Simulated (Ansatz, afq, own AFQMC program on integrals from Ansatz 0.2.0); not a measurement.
# HO⁺, singlet: AFQMC among the cluster methods

```xyz
2

O     0.0000    0.0000    0.0000
H     0.0000    0.0000    1.4220
```

Basis cc-pVDZ. Noble-gas cores (and the filled d shells of Ga–Kr and In–Xe) are frozen. Ansatz 0.2.0 and our own AFQMC program on the same integrals; the CISD trial comes from CCSD amplitudes, and released means the phaseless constraint is let go. Uncertainties: one standard error, sampling alone.

Determinant: RHF, the one that the program's search chose, which needn't be the lowest solution. The geometry is a point of a scan.

Full CI on the same integrals is exact in this basis and with this determinant's frozen core.

Cautions: another spin lies lower; restricted determinant unstable towards unrestricted (UHF 2.57 eV lower, ⟨S²⟩ 1.01); strong correlation (T1 0.018, weight of the determinant 0.81, largest double 0.42); the CCSDT(Q) amplitudes may be one of several solutions (largest double 0.97); the CCSDTQ amplitudes may be one of several solutions (largest double 0.98); the released energies have errors that jump between times, so the bars are unsure, so no released level is given (meV from the phaseless value at times in 1/Eh: -14 ± 3 at 0.24, -20 ± 4 at 0.51, -26 ± 4 at 0.99, -5 ± 21 at 1.62, -32 ± 7 at 2.40); the determinant fills πx and πy unequally, so it mixes two states of the linear molecule, and each level undoes that mixture to a different degree, while full CI gives the lower state; CCSDTQ on the UHF determinant differs (2.44 eV lower), perhaps since the unrestricted series falls towards higher spin.

```
T1 diagnostic                               : 0.0177
weight of the determinant in the CISD state : 0.805
size of the correlated space                : 6 electrons in 18 orbitals
```

Reference: full CI, correlation energy -5.088 eV. The cautions show a poor starting determinant, so the rows tell how each method copes with it here, and full CI is the sure value.

```tsv
level	E − E(reference) (mEh)	share of correlation (%)
HF	186.98	0.00
MP2	54.35	70.93
CCSD	18.00	90.38
CCSD(T)	8.36	95.53
CCSDT	0.47	99.75
CCSDT(Q)	-0.10	100.06
CCSDTQ	0.02	99.99
ph-AFQMC/CISD	5.24 ± 0.11	97.20
```

CCSDT and higher add their correlation energy to the determinant of the CCSD(T) run, since their own runs factorise the integrals more tightly (a shift of under 2 meV).
